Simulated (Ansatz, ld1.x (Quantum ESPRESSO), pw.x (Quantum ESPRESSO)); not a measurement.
# phosphorus: does the ultrasoft potential hold in the solid?

| Quantity | Value |
| --- | --- |
| Element | P (Z = 15) |
| Generator | ld1.x (Quantum ESPRESSO) 7.5 |
| Type | ultrasoft |
| Functional | PBEsol |
| Relativity | scalar-relativistic |
| Frozen core | [Ne] |
| Valence charge | 5 |
| Reference configuration | 3s2 3p2.75 (charge +0.25) |
| Partial waves | 3s (bound): rcut 1.35, rcutus 1.75 bohr; 3s channel at 0.2 Ry: rcut 1.35, rcutus 1.75 bohr; 3p (bound): rcut 1.60, rcutus 1.75 bohr; 3p channel at -0.15 Ry: rcut 1.60, rcutus 1.75 bohr |
| Local potential | all-electron potential smoothed inside 1.35 bohr (lloc = -2) |
| Core correction | Bessel-smoothed model core inside 1.15 bohr |
| Augmentation charge | built from norm-conserving waves at rcut, not smoothed further |

Crystal test: fcc P in pw.x 7.5, no spin, 15³ k-points, Fermi–Dirac smearing 0.01 Ry, cutoffs 40/600 Ry. The reference is all-electron LAPW (Ansatz 0.2.0) with the same functional, mesh and smearing; V0 and B0 come from Birch–Murnaghan fits to the pressures at five volumes. Errors are pseudo minus all-electron; Δ is the rms difference of the E(V) curves that follow from these fits, minima aligned, over ±6 % about the mean V0. Mesh and smearing are coarse, so the numbers serve the comparison and aren't converged zero-temperature values; the lattice is a test structure that the element need not adopt.

| V (Å³/atom) | P all-electron (GPa) | P pseudo (GPa) |
| --- | --- | --- |
| 13.391 | 5.09 | 12.69 |
| 13.744 | 2.06 | 9.00 |
| 14.096 | -0.60 | 5.73 |
| 14.448 | -2.97 | 2.80 |
| 14.801 | -5.09 | 0.19 |

All-electron: a0 = 3.827 Å (V0 = 14.01 Å³/atom), B0 = 103.0 GPa.

Pseudopotential: mean pressure error (GPa): +6.38. The pressure does not cross zero within the volumes sampled, so no fit is given. This is a poor potential for the solid.

Problem. At the middle volume, how do free energy and pressure move when the wave cutoff is lowered (ecutrho held at 600 Ry)?

Solution.

```tsv
cutoff (Ry)	shift of F (meV/atom)	shift of P (GPa)
18	+26.7	-0.70
24	+4.7	-0.23
32	+0.5	+0.02
```

The run at the middle volume (120 k-points, 6 iterations) took about 6.6 s on one core of a shared host (Neoverse-V1, 32 threads, 247 GiB, load 11).
